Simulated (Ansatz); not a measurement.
Input file:

```yaml
crystal:
  periodic: [false, false, false]
  atoms:
    - {symbol: H, position_ang: [0.000000, 0.000000, -1.097000]}
    - {symbol: H, position_ang: [0.000000, 0.000000, -0.217000]}
    - {symbol: Cl, position_ang: [0.000000, 0.000000, 1.314000]}
basis:
  gaussian: {orbitals: 6-31G}
magnetization: {spin_polarized: true, initial_magnetization: 1}
correlation: {method: ccsd_t, electrons: outside_noble_gas}
```

```sh
$ ansatz run in.yaml --threads 1 --pin off --events-out ev --progress --plain --max-ram 2393MiB
```

(1) Roughly how long does this take on 1 thread of Intel Xeon Platinum 8488C, shared host, and how much host memory?

```
204 factors; integrals over basis functions are off by at most 8.1e-4 eV
mean field evaluation 1: about -12530.9008 eV, gradient 8.0e0 eV
mean field evaluation 2: about -12530.9025 eV, gradient 8.0e0 eV
mean field evaluation 4: about -12531.6182 eV, gradient 1.3e0 eV
mean field evaluation 8: about -12531.6528 eV, gradient 6.1e-3 eV
mean field evaluation 16: about -12531.6459 eV, gradient 5.3e-1 eV
mean field evaluation 32: about -12530.1772 eV, gradient 2.1e-2 eV
mean field -12531.65275978 eV, -460.5297446625 hartree, gradient 1.4e-6 eV, S^2 0.785707; 1 other end points of the search recorded, 0 dependent functions left out
determinant -12531.65275978 eV, -460.5297446625 hartree, with singles and doubles -12533.36656650 eV, -460.5927258978 hartree
determinant -12530.17680039 eV, -460.4755041553 hartree, with singles and doubles -12531.70627094 eV, -460.5317111615 hartree
5 core orbitals not correlated: weight in the atoms' cores, before any rotation towards them, 1.000 or more for the frozen orbitals, at most 0.000 for the correlated occupied ones
reference -12531.65275978 eV, -460.5297446625 hartree; 5, 4 occupied and 7, 8 virtual orbitals, 204 factors
second order -1.32270843 eV of doubles, -0.00000000 eV of singles
cycle   1  -1.71373629 eV  change    7.0e-5 eV  update   2.2e-4
cycle   2  -1.71366440 eV  change    7.2e-5 eV  update   1.5e-4
cycle   3  -1.71368590 eV  change   -2.1e-5 eV  update   2.5e-5
cycle   4  -1.71370289 eV  change   -1.7e-5 eV  update   9.8e-6
cycle   5  -1.71370691 eV  change   -4.0e-6 eV  update   1.7e-6
perturbative correction -0.01465097 eV, -0.0005384133 hartree
Total energy: -12533.38111766 eV, -460.5932606430 hartree
```

For the same geometry and basis full CI lies 4.5 meV lower.

## Answers

(1) 0.52 s wall and 0.09 GiB.
